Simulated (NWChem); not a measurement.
## Lowest excitation of AlF$_{3}$

```xyz
4

Al     0.0000     0.0000     0.0000
F      0.0000     0.0000     1.6457
F      1.4252     0.0000    -0.8228
F     -1.4252     0.0000    -0.8228
```
Charge 0, spin multiplicity 1.

Everything below was run with NWChem. Structure: optimised with B3LYP/def2-SVP, a minimum by its harmonic frequencies.

Basis set: 6-31+G*.

```
method        lowest vertical singlet excitation energy (eV)  relative cost  difference from EOM-CCSD
------------  ----------------------------------------------  -------------  ------------------------
CIS                                                    11.16              1                     +1.90
TD-PBE                                                  7.13        under 3                     -2.13
TD-BHandHLYP                                            9.22        under 3                     -0.03
TD-B3LYP                                                7.99        under 3                     -1.26
EOM-CCSD                                                9.25        under 3                      0.00
```

The values span 4.03 eV, from TD-PBE (lowest) to CIS (highest). Costs are rough ratios of processor time within this set of runs, SCF included, with CIS as 1.

The correlated methods keep 8 core orbitals frozen. B3LYP has NWChem's definition, with VWN1-RPA local correlation. The Pople sets run with spherical d functions. The structure started from a generated list of species. Differences from the coupled-cluster row are differences between methods, not errors against experiment.
